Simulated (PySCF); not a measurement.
Molecule (SMILES): FOF.
Geometry (B3LYP-D3(BJ)/def2-TZVP, fixed):
```
O
F 1 1.4020
F 1 1.4020 2 103.99
```

Basis-set convergence of the mean static polarisability at HF with PySCF. All functions are spherical. Density fitting with generated auxiliary sets. No added dispersion term, no relativity. Reference: the value in d-aug-cc-pVTZ, 14.19 bohr³, itself unsure by roughly 0.3 % (its mean distance from aug-pcseg-3, aug-cc-pVQZ, aug-pcseg-2). Deviations are taken from unrounded values.

| basis | functions | mean static polarisability (bohr³) | minus reference (%) |
|---|---|---|---|
| STO-3G | 15 | 5.02 | -64.6 |
| 3-21G | 27 | 7.90 | -44.4 |
| 6-31G | 27 | 9.38 | -33.9 |
| 6-31G** | 42 | 10.49 | -26.1 |
| def2-SVP | 42 | 9.83 | -30.7 |
| 6-311G** | 54 | 9.95 | -29.9 |
| def2-TZVPP | 93 | 11.94 | -15.8 |
| d-aug-cc-pVDZ | 96 | 14.15 | -0.3 |
| def2-QZVPP | 171 | 12.76 | -10.1 |
| d-aug-cc-pVTZ | 186 | 14.19 | 0.0 |

The smallest set listed that lies within 2 % of the reference with all its larger relatives (same family, alike in diffuse functions; a set with none counts only in the reference's own line) is d-aug-cc-pVDZ (96 functions, -0.3 % off).
